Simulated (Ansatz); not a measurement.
Results of r²SCANh in Ansatz (PAW) for rock-salt PbS.

Total energies, extrapolated to zero smearing (they compare only within this program, potentials and cutoff; free atoms with spin allowed, lowest state found):

```
system                  energy (eV/atom)
----------------------  ----------------
rock-salt PbS, relaxed        -6413.4192
free Pb atom                 -11917.0639
free S atom                    -902.8326
```

Work out the cohesive energy per atom.

E_coh = [1 × (-11917.0639) + 1 × (-902.8326)]/2 − (-6413.4192) = 3.47 eV/atom. The reference value is 2.98 ± 0.03 eV/atom (worked out here from tabulated enthalpies at 298 K, copied from a table, unchecked, brought to a static lattice with a Debye model, atoms in their spin–orbit ground levels; inputs from the CRC Handbook), not set against a level without spin–orbit coupling.

Spin–orbit coupling is left out; its size isn't shown.

The PAW data were made under PBE.

Ansatz is a program for electronic structure.
